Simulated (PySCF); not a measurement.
# NaN: frontier orbitals

CAM-B3LYP at R = 2.259 Å; PySCF, no relativity, basis sets Na pcseg-2, N pcseg-2. State: ³Σ⁻ (triplet), unpaired electrons π ↑↑. Only the outer orbitals are listed, counted within each symmetry.

```tsv
spin	orbital	occ.	ε (eV)	on Na (%)	main shells (%)
α	1π	1	-33.55	100	100 Na p
α	1π	1	-33.55	100	100 Na p
α	4σ	1	-33.46	100	100 Na p
α	5σ	1	-20.15	2	98 N s
α	2π	1	-8.03	2	98 N p
α	2π	1	-8.03	2	98 N p
α	6σ	1	-7.10	9	90 N p
α	7σ	0	-1.20	97	76 Na s, 21 Na p
α	3π	0	0.84	102	102 Na p
α	3π	0	0.84	102	102 Na p
β	1π	1	-33.57	100	100 Na p
β	1π	1	-33.57	100	100 Na p
β	4σ	1	-33.47	100	100 Na p
β	5σ	1	-16.26	3	96 N s
β	6σ	1	-5.24	27	72 N p, 26 Na s
β	7σ	0	-0.97	86	62 Na s, 23 Na p, 14 N p
β	2π	0	0.28	68	68 Na p, 32 N p
β	2π	0	0.28	68	68 Na p, 32 N p
```

**Question.** Which are the highest filled and the lowest empty level, where do they sit, and how wide is the gap?

**Answer.** Highest filled β 6σ at -5.24 eV (in %: 72 N p, 26 Na s); lowest empty α 7σ at -1.20 eV (in %: 76 Na s, 21 Na p); the gap at CAM-B3LYP is 4.04 eV.

```
bond order (Mayer)                              : 0.68
⟨S²⟩                                            : 2.083
charge on Na (Mulliken, basis-dependent)        : 0.56
charge on Na (Löwdin, basis-dependent)          : 0.47
dipole moment (positive dipole means Na(−)N(+)) : -6.98 D
polarisability along the bond                   : 117.5 bohr³
polarisability across the bond                  : 31.6 bohr³
```

Shares are Mulliken populations and can fall outside 0 to 100 %.

The state was picked by a PBE0 search and need not be the measured ground state.
